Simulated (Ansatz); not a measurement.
A made-up structure of C2H7N, closed shell:

| atom | x (Å) | y (Å) | z (Å) |
| --- | --- | --- | --- |
| C1 | -0.4599 | -0.1744 | 0.5125 |
| N2 | -0.8567 | 0.4073 | -0.7488 |
| C3 | 0.9458 | -0.5039 | 0.5585 |
| H4 | -1.8412 | 0.6719 | -0.7163 |
| H5 | -0.7486 | -0.2845 | -1.4906 |
| H6 | -0.3131 | 1.2277 | -1.0168 |
| H7 | -0.7001 | 0.4873 | 1.3050 |
| H8 | 1.1583 | -1.2948 | -0.1671 |
| H9 | 1.2074 | -0.8857 | 1.5475 |
| H10 | 1.6137 | 0.3437 | 0.3262 |

It is relaxed with PBE-D4/def2-SVP and then PBE0-D4/def2-TZVP (Ansatz 0.2.0). Atoms count as bonded within 1.22 times the sum of their covalent radii (H–H: 0.88 Å). The end point is not checked to be a true minimum.

Q: Does its bonding change? (Judge from chemistry; the calculation decides.)

A: The calculation gives: No: no bond forms or breaks.

Where it ends: The first stage lowers the energy by 0.37 eV in 6 steps. It ends as C₂H₇N ([CH3][CH][NH3]):
```
10
angstrom
C -0.5383 -0.2632 0.5703
N -0.8539 0.4137 -0.7407
C 0.9416 -0.5220 0.5460
H -1.8202 0.7255 -0.7346
H -0.7721 -0.2711 -1.4878
H -0.2522 1.2226 -1.0240
H -0.7641 0.5047 1.3204
H 1.2208 -1.3210 -0.1546
H 1.2696 -0.8551 1.5332
H 1.5745 0.3603 0.2819
```

Labels in which every atom is bracketed show which atoms are joined, not bond orders.

For scale, one of the runs: PBE0-D4/def2-TZVP relaxation, 135 basis functions, launched by `ansatz run in.yaml --threads 2 --pin off --events-out ev --progress --plain --max-ram 4352MiB`. Hardware: 2 CPU threads of an Arm Neoverse V1, shared host. Wall time about 17 s.
